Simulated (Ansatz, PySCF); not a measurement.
Process, species as SMILES: O (H2O) + H+ → [OH3+]
Structures are relaxed separately at B3LYP-D3(BJ)/def2-TZVP in Ansatz (a first-principles code).

Wanted: proton affinity (enthalpy at 298 K, with B3LYP-D3(BJ) rigid-rotor harmonic-oscillator terms from PySCF), positive where the reaction releases energy, in kcal/mol. Cores are frozen in the correlated levels unless marked. No spin-orbit coupling. Non-relativistic. FCI takes restricted orbitals. Basis-set limits of correlation are two-point, X^-3; Hartree-Fock from the larger set (for Q and 5 zeta extrapolated as (X+1)exp(-9√X)).

| level | program | proton affinity (kcal/mol) |
|---|---|---|
| TPSS-D4/def2-TZVPD | PySCF + dftd4 | 165.6 |
| B3LYP-D4/def2-TZVPD | Ansatz + dftd4 | 163.6 |
| PBE0-D3(BJ)/def2-TZVP | Ansatz + dftd3 | … |
| BHLYP/def2-TZVPD | Ansatz | 165.2 |
| B2PLYP-D4/def2-TZVPD | Ansatz + dftd4 | … |
| SCS-MP2/6-31G | Ansatz | 173.3 |
| FCI/6-31G | Ansatz | … |
| CCSD(T)/CBS(cc-pVQZ,cc-pV5Z) | Ansatz | 164.4 |

Q: Complete the blanks.

A: 
- PBE0-D3(BJ)/def2-TZVP, proton affinity (kcal/mol): 167.5
- B2PLYP-D4/def2-TZVPD, proton affinity (kcal/mol): 163.1
- FCI/6-31G, proton affinity (kcal/mol): 173.5
